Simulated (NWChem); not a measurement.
Program: NWChem. System: C3H6, charge 0, spin multiplicity 1, displaced from the optimised geometry. Level: BLYP/def2-TZVP.

Output (cleaned and shortened):

```
             Northwest Computational Chemistry Package (NWChem) 7.3.0
             --------------------------------------------------------

                                NWChem Input Module
                                -------------------

 Scaling coordinates for geometry "geometry" by  1.889725989
 (inverse scale =  0.529177249)

 Turning off AUTOSYM since
 SYMMETRY directive was detected!

                             Geometry "geometry" -> ""
                             -------------------------

 Output coordinates in angstroms (scale by  1.889725989 to convert to a.u.)

  No.       Tag          Charge          X              Y              Z
 ---- ---------------- ---------- -------------- -------------- --------------
    1 C                    6.0000     0.25640100     1.24047100     0.00000000
    2 C                    6.0000    -0.46862300    -0.09856000     0.00000000
    3 C                    6.0000     0.12815900    -1.32123400     0.00000000
    4 H                    1.0000    -0.02455800     1.85352700    -0.90061100
    5 H                    1.0000    -0.02455800     1.85352700     0.90061100
    6 H                    1.0000     1.37094800     1.11029600     0.00000000
    7 H                    1.0000    -1.58760700    -0.05161700     0.00000000
    8 H                    1.0000     1.24031200    -1.42760300     0.00000000
    9 H                    1.0000    -0.47015600    -2.26219300     0.00000000

 Effective nuclear repulsion energy (a.u.)      69.1863809958

            Nuclear Dipole moment (a.u.)
            ----------------------------
        X                 Y               Z
 ---------------- ---------------- ----------------
     0.0000056692    -0.0000018897     0.0000000000

      Symmetry information
      --------------------

 Group name             Cs
 Group number              2
 Group order               2
 No. of unique centers     8

      Symmetry unique atoms

     1    2    3    4    6    7    8    9


 Summary of "ao basis" -> "" (spherical)
 ------------------------------------------------------------------------------
       Tag                 Description            Shells   Functions and Types
 ---------------- ------------------------------  ------  ---------------------
 *                         def2-tzvp                  on all atoms

                                 NWChem DFT Module
                                 -----------------

 Summary of "ao basis" -> "ao basis" (spherical)
[...]
   Bfn.  Coefficient  Atom+Function         Bfn.  Coefficient  Atom+Function
  ----- ------------  ---------------      ----- ------------  ---------------
     5      2.189601  1 C  s                 36     -2.148172  2 C  s
   114      1.932608  7 H  s                108     -1.347282  6 H  s
   120     -1.118950  8 H  s                126      0.948346  9 H  s
    74      0.646700  3 C  px                44     -0.585734  2 C  py
    35     -0.400030  2 C  s                 43      0.399524  2 C  px

            General Information
            -------------------
          SCF calculation type: DFT
          Wavefunction type:  closed shell.
          No. of atoms     :     9
          No. of electrons :    24
           Alpha electrons :    12
            Beta electrons :    12
          Charge           :     0
          Spin multiplicity:     1
          Use of symmetry is: on ; symmetry adaption is: on
          Maximum number of iterations: 100
          AO basis - number of functions:   129
                     number of shells:    57
          Convergence on energy requested:  1.00D-06
          Convergence on density requested:  1.00D-05
          Convergence on gradient requested:  5.00D-04

              XC Information
              --------------
                    Becke 1988 Exchange Functional  1.000
              Lee-Yang-Parr Correlation Functional  1.000

             Grid Information
             ----------------
          Grid used for XC integration:  medium
          Radial quadrature: Mura-Knowles
          Angular quadrature: Lebedev.
          Tag              B.-S. Rad. Rad. Pts. Rad. Cut. Ang. Pts.
          ---              ---------- --------- --------- ---------
          C                   0.70       49          11.0       434
          H                   0.35       45          11.0       434
          Grid pruning is: on
          Number of quadrature shells:   372
          Spatial weights used:  Erf1

          Convergence Information
          -----------------------
          Convergence aids based upon iterative change in
          total energy or number of iterations.
          Levelshifting, if invoked, occurs when the
          HOMO/LUMO gap drops below (HL_TOL):  1.00D-02
          DIIS, if invoked, will attempt to extrapolate
          using up to (NFOCK): 10 stored Fock matrices.

                    Damping( 0%)  Levelshifting(0.5)       DIIS
                  --------------- ------------------- ---------------
          dE  on:    start            ASAP                start
          dE off:    2 iters        100 iters           100 iters

      Screening Tolerance Information
      -------------------------------
          Density screening/tol_rho:  1.00D-10
          AO Gaussian exp screening on grid/accAOfunc:  14
          CD Gaussian exp screening on grid/accCDfunc:  20
          XC Gaussian exp screening on grid/accXCfunc:  20
          Schwarz screening/accCoul:  1.00D-08

                            NWChem DFT Gradient Module
                            --------------------------

  charge          =   0.00
  wavefunction    = closed shell

  Using symmetry

                         DFT ENERGY GRADIENTS

    atom               coordinates                        gradient
                 x          y          z           x          y          z
   1 C       0.484528   2.344150   0.000000   -0.002493  -0.004393   0.000000
   2 C      -0.885569  -0.186251   0.000000   -0.000262   0.012915   0.000000
   3 C       0.242185  -2.496770   0.000000    0.003539  -0.008233   0.000000
   4 H      -0.046408   3.502658  -1.701908   -0.003358   0.007768  -0.011043
   5 H      -0.046408   3.502658   1.701908   -0.003358   0.007768   0.011043
   6 H       2.590716   2.098155   0.000000    0.014323  -0.001309   0.000000
   7 H      -3.000142  -0.097542   0.000000   -0.015514   0.000389   0.000000
   8 H       2.343850  -2.697778   0.000000    0.015836  -0.001367   0.000000
   9 H      -0.888466  -4.274925   0.000000   -0.008713  -0.013539   0.000000

                 ----------------------------------------
                 |  Time  |  1-e(secs)   |  2-e(secs)   |
                 ----------------------------------------
                 |  CPU   |       0.01   |       2.92   |
                 ----------------------------------------
                 |  WALL  |       0.01   |       2.92   |
                 ----------------------------------------

 Task  times  cpu:        8.4s     wall:        8.4s

 Total times  cpu:        8.4s     wall:        8.4s
```

Problem. Write an NWChem input that would produce this output.

Solution. This is not unique; one that fits is 
```
start mol
memory heap 200 mb stack 900 mb global 1100 mb
geometry units angstroms nocenter noautoz
  C      0.256401     1.240471     0.000000
  C     -0.468623    -0.098560     0.000000
  C      0.128159    -1.321234     0.000000
  H     -0.024558     1.853527    -0.900611
  H     -0.024558     1.853527     0.900611
  H      1.370948     1.110296     0.000000
  H     -1.587607    -0.051617     0.000000
  H      1.240312    -1.427603     0.000000
  H     -0.470156    -2.262193     0.000000
  symmetry group Cs
end
basis spherical
  * library def2-tzvp
end
dft
  xc becke88 lyp
  semidirect memsize 60000000 filesize 0
  iterations 100
  cgmin
end
task dft gradient
```
